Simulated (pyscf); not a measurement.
PySCF, gas phase, ωB97X-D3(BJ)/def2-SVP geometries.

Question: For the elementary gas-phase step `[F][CH]([F])[C]([F])([F])[Cl]` -> `[F][CH]([F])[Cl]` + `[F][C][F]` [singlet] (singlet surface; C–C, C–H broken, C–H formed), what barrier and reaction energy does ωB97M-D3(BJ)/def2-TZVP give, measured from the reactant's lowest minimum found?

Answer: ΔE‡ = 93.6 kcal/mol, ΔE = +54.1 kcal/mol. Zero-point energy shifts the barrier by -3.7 kcal/mol. It is a 1,1-elimination, with an imaginary mode of 1338i cm⁻¹. F–CH(F)–C(F)(F)–Cl lies 5.0 kcal/mol over its isomer F–CH(Cl)–C(F)(F)–F, and others may lie lower still (electronic energy, ωB97M-D3(BJ)). One saddle was located; it need not be the lowest between these sides. A restricted solution here is unstable towards spin polarisation, so biradical character is likely and single-reference numbers are less safe.
